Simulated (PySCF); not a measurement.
A side-by-side comparison of computed properties.

First species: pyrrole, C4H5N.
SMILES: `c1[nH]ccc1`

Second species: C4H7OP.
Geometry (GFN2-xTB, Å), atoms numbered from 1 in this order:
```
atom  x, y, z in Å
O1    -0.336    2.629   -0.160
P2    -0.208    1.270    0.364
C3     1.319    0.315   -0.003
C4     0.823   -1.097   -0.044
C5    -0.483   -1.273   -0.173
C6    -1.329   -0.041   -0.270
H7    -0.336    1.174    1.751
H8     2.113    0.467    0.729
H9     1.697    0.636   -0.980
H10    1.528   -1.910    0.016
H11   -0.950   -2.243   -0.227
H12   -1.579    0.194   -1.310
H13   -2.263   -0.119    0.289
```

Levels: B3LYP/def2-SVPD for HOMO energy, LUMO energy, HOMO–LUMO gap and static isotropic polarisability; TDDFT B3LYP/def2-SVPD for lowest singlet excitation; TDA B3LYP/def2-SVPD for lowest triplet excitation (Tamm–Dancoff). Geometries: GFN2-xTB. Each structure is a single optimised conformer of the isolated species, non-relativistic unless stated; the electronic structure was computed with PySCF and density fitting.

Q: Which has the higher HOMO energy?

A: The first: -5.94 eV against -7.53 eV, a difference of 1.59 eV.

Q: Which of the two has the higher LUMO energy, and by how much?

A: The first: 0.51 eV against -0.45 eV, a difference of 0.96 eV.

Q: Which of the two has the higher S1 energy, and by how much?

A: The second: 6.13 eV against 5.46 eV, a difference of 0.67 eV.

Q: Which of the two has the higher static isotropic polarisability, and by how much?

A: The second: 68.9 au against 51.7 au, a difference of 17.2 au.

Q: Which has the higher HOMO–LUMO gap?

A: The second: 7.08 eV against 6.45 eV, a difference of 0.63 eV.

On the first: S1 lies 0.99 eV below the HOMO–LUMO gap; its leading configuration is HOMO→LUMO, weight 1.00. The vertical singlet–triplet gap S1 − T1 is 1.01 eV (TDDFT singlet less Tamm–Dancoff triplet; S1: HOMO→LUMO, weight 1.00; T1: HOMO→LUMO+1, weight 0.96).

On the second: S1 lies 0.95 eV below the HOMO–LUMO gap. The 8 singlets span 6.13 to 7.20 eV, and their oscillator strengths add up to 0.18.
